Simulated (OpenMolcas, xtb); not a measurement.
# C2H2FP (SMILES FC1=CP1): methods side by side

C2H2FP has 6 atoms, charge 0, and is taken as a singlet. As SMILES, `FC1=CP1`. The coordinates come from a GFN2-xTB relaxation.

Each level gives the dipole moment (D). The values are calculated.

```tsv
level	kind	program	value (D)	CPU time
GFN2-xTB	semi-empirical	xtb	1.53	under 2 s
GFN0-xTB	semi-empirical	xtb	0.35	under 2 s
GFN1-xTB	semi-empirical	xtb	1.22	under 2 s
HF/STO-3G	Hartree–Fock	OpenMolcas	0.70	2.4 s
HF/3-21G	Hartree–Fock	OpenMolcas	1.42	2.9 s
HF/def2-SVP	Hartree–Fock	OpenMolcas	1.36	6.5 s
HF/Ahlrichs_VTZ	Hartree–Fock	OpenMolcas	1.80	14 s
BLYP/6-31G	GGA	OpenMolcas	1.27	14 s
r2SCAN/6-31G** (spherical functions)	meta-GGA	OpenMolcas	1.16	28 s
B3LYP/3-21G	global hybrid	OpenMolcas	1.14	12 s
```

The values span 0.35 to 1.80 D. Magnitudes only: a small dipole may point the other way at some levels. Sets without polarisation functions give poor dipoles. Times are those of the runs behind each value, whatever else they computed, on shared processors of several kinds: orders of magnitude only.
